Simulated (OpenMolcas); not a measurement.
# How basis sets differ on PH2 (SMILES [PH2])

PH2 has 3 atoms, charge 0, and is taken as a doublet. As SMILES, `[PH2]`. Geometry: relaxed at GFN2-xTB.

```xyz
3

P     0.5145   -0.3028    0.2527
H     0.1115    1.0274    0.1724
H    -0.6260   -0.7246   -0.4251
```

Quantity: the vertical energy of the quartet above the doublet, in eV. The values are calculated.

```csv
level,kind,program,value (eV),CPU time (all runs)
UBMK/ANO-L-MB,hybrid meta-GGA,OpenMolcas,9.23,5.3 s
UBMK/ANO-L-VDZ,hybrid meta-GGA,OpenMolcas,7.02,6 s
UBMK/ANO-L-VDZP,hybrid meta-GGA,OpenMolcas,6.61,7 s
UBMK/ANO-L-VTZP,hybrid meta-GGA,OpenMolcas,6.48,15 s
UBMK/ANO-L-VQZP,hybrid meta-GGA,OpenMolcas,6.47,32 s
```

The values span 6.47 to 9.23 eV. Without the sets that lack polarisation functions the rows with a basis span only 6.47 to 6.61 eV. CPU times are rough (shared hosts, several kinds of processor): they show what a rung costs within a factor of a few.
